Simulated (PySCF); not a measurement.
Species: C₄H₄F₂.
Bonds: C1–C2 (triple), C2–C3, C3–C4, C4–F5, C4–F6. Hydrogens: H7 on C1; H8, H9 on C3; H10 on C4.

The geometry is computed with GFN2-xTB (gas phase).

What internal coordinates does the optimisation give?

| bond | length (Å) | order |
| --- | --- | --- |
| C1≡C2 | 1.196 | triple |
| C2–C3 | 1.449 | single |
| C3–C4 | 1.526 | single |
| C4–F5, C4–F6 | 1.355 | single |
| C1–H7 | 1.049 | single |
| C3–H8, C3–H9 | 1.093 | single |
| C4–H10 | 1.101 | single |

Bonds in one row agree within 0.01 Å and their mean is given. Orders are formal, as drawn. A selection of angles:
| angle | degrees |
| --- | --- |
| C2–C1–H7 | 179.2 |
| C1–C2–C3 | 179.0 |
| C2–C3–C4 | 111.0 |
| C2–C3–H8 | 110.0 |
| C4–C3–H8 | 108.8 |
| C4–C3–H9 | 108.0 |
| H8–C3–H9 | 109.0 |
| C3–C4–F5 | 110.2 |
| C3–C4–F6 | 111.3 |
| C3–C4–H10 | 113.3 |
| F5–C4–F6 | 106.1 |
| F5–C4–H10 | 107.9 |

Dihedral angles: C2–C3–C4–F5 170° (antiperiplanar). The mirror-image conformer, all signs reversed, is as good.

The 3 C–C bonds span 1.196 Å (C1≡C2, drawn triple) to 1.526 Å (C3–C4, drawn single), a spread of 0.330 Å.

Point group: C1 (no symmetry element, even within 0.4 Å). Whether it is a minimum is left open (no frequencies). The numbers are those of one conformer.
